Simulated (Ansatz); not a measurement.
Ansatz (a program for electronic structure) input (B3LYP/6-31G*):

Ansatz 0.2 input:
```yaml
crystal:
  periodic: [false, false, false]
  atoms:
    - {symbol: C, position_ang: [1.34348965, 0.17059955, 0.00829693]}
    - {symbol: C, position_ang: [0.05855107, 0.44263169, -0.00819616]}
    - {symbol: H, position_ang: [2.27225614, 0.72751367, 0.00540057]}
    - {symbol: H, position_ang: [-0.25622637, 1.49552470, -0.03163032]}
    - {symbol: C, position_ang: [-1.05980932, -0.57047139, 0.00202646]}
    - {symbol: H, position_ang: [-0.66873823, -1.59120307, 0.02548985]}
    - {symbol: H, position_ang: [-1.70799134, -0.42684885, 0.87622488]}
    - {symbol: H, position_ang: [-1.69268868, -0.46154563, -0.88824829]}
basis:
  gaussian:
    orbitals: 6-31G*
hamiltonian:
  xc: {name: B3LYP}
magnetization: {spin_polarized: true, initial_magnetization: 1}
phonons: {temperatures: {t_min: 298.15, t_max: 298.15, t_step: 100}}
```

Task: Which harmonic wavenumbers does it give?

Result: 202, 409, 613, 807, 813, 942, 1074, 1125, 1287, 1432, 1514, 1514, 1703, 3032, 3040, 3089, 3139, 3257 cm⁻¹ (unscaled; negative means imaginary).
